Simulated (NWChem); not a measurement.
hydrogen isocyanide (CHN); SMILES [C-]#[NH+]

All runs: NWChem. Pople sets run with spherical d functions. Each level has its own optimisation; frequencies are unscaled.

```
level                    basis functions  r C–N (Å)  r H–N (Å)  highest harmonic frequency (cm⁻¹)  lowest (cm⁻¹)  zero-point energy (kcal/mol)  dipole (D)
-----------------------  ---------------  ---------  ---------  ---------------------------------  -------------  ----------------------------  ----------
Hartree-Fock/STO-3G                   11      1.170      1.011                               4229            702                          11.5        2.46
Hartree-Fock/3-21G                    20      1.160      0.983                               4016            718                          11.0        2.81
Hartree-Fock/6-31G*                   30      1.154      0.985                               4091            533                          10.7        2.83
Hartree-Fock/6-31+G*                  38      1.154      0.986                               4069            540                          10.6        2.93
Hartree-Fock/6-311G**                 42      1.149      0.984                               4053            555                          10.6        2.95
Hartree-Fock/6-311++G**               51      1.150      0.985                               4048            562                          10.6        2.94
```
